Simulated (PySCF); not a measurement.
Gas-phase reaction: 2 Al(CH3)Cl2 ⇌ 2 Al + Cl2 + 2 CH3Cl

Method: PySCF energies plus ideal-gas RRHO corrections (1 bar). † marks an energy on the PBE0/def2-TZVP geometry and frequencies; other levels use their own. MP2 freezes the core. 6-31G* has spherical d functions here. Open shells (unrestricted): Al (multiplicity 2, electronic degeneracy 6); the rest are closed-shell singlets. Spin-orbit splitting is ignored; it lowers the true energy and changes the entropy of Al. B3LYP is the form with VWN-RPA correlation. Methyl groups turn as free rotors in Al(CH3)Cl2. Al(CH3)Cl2: computed as isolated molecules; such fragments, hydroxides, amides, oligomers or adducts are transient or little studied in the gas. MP2 isn't extrapolated to the basis-set limit; its ΔH°(298 K) is 1414.3 kJ in def2-SVP and 1404.2 kJ in def2-TZVPP. The harmonic model lacks anharmonicity and excited electronic states, which grow with temperature; levels with a mode under 35 cm⁻¹ are left out.

```
level              ΔE electronic, kJ  ΔH°(298 K), kJ  ΔS°(298 K), J/K  ΔG°(1800 K), kJ
-----------------  -----------------  --------------  ---------------  ---------------
B3LYP/6-31G*                    1274            1278              354              667
M06-2X/def2-TZVP†               1368            1373              352              767
MP2/def2-TZVPP†                 1400            1404              352              798
PBE/def2-TZVP†                  1288            1293              352              687
LDA/def2-TZVP†                  1378            1383              352              777
```
ΔH° is lowest at B3LYP/6-31G* and highest at MP2/def2-TZVPP†. No reference value is set beside these.
